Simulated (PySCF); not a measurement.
Relaxation of singlet H₂SO₂

Computed with PySCF, PBE0, basis S def2-TZVP, O def2-TZVP, H def2-TZVP (no relativity, density fitting). A (50,194) grid was used.

A start displaced from a saddle point along its imaginary mode, of C2 symmetry, held to at least that symmetry:

```xyz
5
charge 0 multiplicity 1, angstrom
S     0.2918    0.2918    0.0000
O    -1.1797    0.4675    0.0063
O     0.4675   -1.1797   -0.0063
H     1.7075    0.3381    0.1200
H     0.3381    1.7075   -0.1200
```

Optimiser trace:
```tsv
step	E − E(last) (kJ/mol)	largest gradient (Eh/bohr)
0	412.14	0.01856
1	334.70	0.03110
2	218.59	0.04134
3	84.99	0.04632
4	19.83	0.03990
5	8.45	0.02489
6	0.39	0.00557
7	0.08	0.00184
8	0.00	0.00044
9	0.00	0.00009
```

It ends at C2v with S–H 1.363 Å (×2), S–O 1.429 Å (×2); H–S–H 99.2°, H–S–O 108.0° (×4), O–S–O 123.0° (after a last refinement on a finer grid). A frequency run shows a minimum. Other isomers or separated fragments may lie lower.
